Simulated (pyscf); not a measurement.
This saddle point was located with ωB97X-D3(BJ)/def2-SVP in PySCF.

```xyz
14

N     -0.5139    -0.2275     0.4012
Si    -0.3709     0.8584    -1.1642
N     -1.2498    -0.2671    -2.2106
H     -1.4247    -0.6546     0.5925
H      0.1319    -1.0170     0.3004
H     -1.2754     2.0264    -0.9372
H      0.8651     0.9233    -2.0053
H     -2.2625    -0.3464    -2.1746
H     -0.9369    -0.3425    -3.1732
Si     0.1598     1.0107     1.6507
H      0.6478     1.6115     0.0523
H     -0.3957     0.2454     2.8510
H     -0.5970     2.2913     1.7562
H      1.6210     0.9650     1.9569
```
Charge 0, spin multiplicity 1.

Surface: singlet, charge 0. Lowest wavenumbers (cm⁻¹): 168i, 79, 147, 259, 282.

Question: Name the species on either side of this saddle.

Answer: `[NH2][SiH2][NH2]` + `[SiH4]` ⇌ `[NH2][SiH3]` + `[NH2][SiH3]`, a four-centre exchange read from left to right: N–Si, H–Si broken and N–Si, H–Si formed. At ωB97M-D3(BJ)/def2-TZVP it lies +29.5 kcal/mol from the left side and +23.8 kcal/mol from the right (each side as separated species at their lowest minima found). On the product side the descent ends in a complex (not fully relaxed), 4.2 kcal/mol under the separated species and 25.6 kcal/mol under the saddle at ωB97X-D3(BJ)/def2-TZVP. At ωB97X-D3(BJ)/def2-TZVP the barrier from the zero used here is 26.9 kcal/mol. This is the saddle that the search found; another between the same sides may lie lower.
